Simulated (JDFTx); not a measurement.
An input for JDFTx (a modified build) (hydrogen fluoride, HF (SMILES F), charge 0, multiplicity 1; bohr, hartree):

```
lattice \
  16.0626720593 0.0000000000 0.0000000000 \
  0.0000000000 14.1729459347 0.0000000000 \
  0.0000000000 0.0000000000 14.1729459347
coords-type Cartesian
ion F 0.8809262662 0.0000000000 0.0000000000 0
ion H -0.8809262662 0.0000000000 0.0000000000 0
ion-species pseudo/f_pbe_v1.4.upf
ion-species pseudo/h_pbe_v1.4.upf
elec-cutoff 20 100
elec-ex-corr gga-PBE
symmetries none
coulomb-interaction Isolated
coulomb-truncation-embed 0 0 0
elec-n-bands 7
converge-empty-states yes
electronic-scf nIterations 100 energyDiffThreshold 1e-8
dump-name s0.$VAR
dump End State Ecomponents EigStats BandEigs Forces ElecDensity IonicPositions
```

Q: What happens when this is run, and what should be changed?

A: It stops during set-up with
```
Atoms are too close, have overlapping pseudopotential cores.

Failed.
```
The bond is short against the core radii of these potentials. Check the geometry first; if it is right, take harder potentials or switch the check off (core-overlap-check none) and accept some error from the overlapping cores.
